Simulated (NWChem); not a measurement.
propene (C₃H₆); SMILES C=CC

```xyz
9

C     -0.1667    -1.2338     0.0000
C      0.4532     0.1312     0.0000
C     -0.2193     1.2952     0.0000
H      0.1527    -1.8211    -0.8881
H      0.1527    -1.8211     0.8881
H     -1.2739    -1.1844     0.0000
H      1.5591     0.1614     0.0000
H     -1.3224     1.3216     0.0000
H      0.3041     2.2640     0.0000
```
Atoms are numbered in this order, from 1.

All runs: NWChem. Geometry: optimised at PBE-D3(BJ)/def2-SVP. Level: PBE/def2-SVP with SMD (1 M gas to 1 M solution), gas-phase geometry.

```tsv
solvent	dielectric constant	solvation free energy (kcal/mol)	cavity-dispersion-structure term (kcal/mol)	dipole in solution (D)
water	78.4	1.5	3.2	0.64
tetrahydrofuran	7.43	-1.6	-0.1	0.61
N,N-dimethylformamide	37.2	-1.1	0.6	0.63
1-propanol	20.5	-1.3	0.3	0.63
```
